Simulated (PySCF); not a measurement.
## Nuclear quadrupole coupling in CH2BOH

Compound: CH2BOH, CH3BO.
Structure used (PBE0-D3(BJ)/def2-SVP), in Å, numbered top down from 1:
```xyz
6
CH3BO angstrom
C     -1.0100   -0.0082    0.1068
B      0.3686   -0.1518   -0.0112
O      1.6690   -0.3085   -0.1409
H     -1.5875   -0.5773    0.8392
H     -1.5739    0.6710   -0.5371
H      2.2031    0.2829    0.4037
```

Field gradients from the PBE0/pcSseg-1 density (PySCF, non-relativistic), principal values in atomic units, ordered |Vxx| ≤ |Vyy| ≤ |Vzz|:

```tsv
atom	Vxx	Vyy	Vzz
B2	-0.0224	-0.3962	0.4187
O3	-0.5475	-0.7711	1.3187
```

Question: Find the asymmetry η = (Vxx − Vyy)/Vzz and the couplings χ = eQV/h (234.96 MHz × Q in barn × V in au), with Q(11B) = 0.04059 b, Q(17O) = −0.0256 b.

Answer: 
| atom | environment | nucleus | η | χzz (MHz) | χxx (MHz) | χyy (MHz) |
| --- | --- | --- | --- | --- | --- | --- |
| B2 | boron bonded to C and O | 11B | 0.89 | 3.993 | -0.214 | -3.779 |
| O3 | boron-bound oxygen | 17O | 0.17 | -7.93 | 3.29 | 4.64 |

Question: What is Vzz at O3 in SI units (1 au = 9.71736 × 10²¹ V/m²)?

Answer: 1.3187 au = 12.814 × 10²¹ V/m².

Question: And the gradient at the other heavy atoms, for which no coupling is worked out here?

Answer: 
| atom | environment | Vzz (au) | η |
| --- | --- | --- | --- |
| C1 | carbon bonded to B and 2 H | 0.081 | 0.14 |

Were the hydrogens deuterons (Q(2H) = 0.00286 b), χzz would run from 217 kHz (H4 and H5) to 308 kHz (H6).

Isolated species at its PBE0-D3(BJ)/def2-SVP geometry, gas phase. With so small a basis the couplings can be 20 % off.
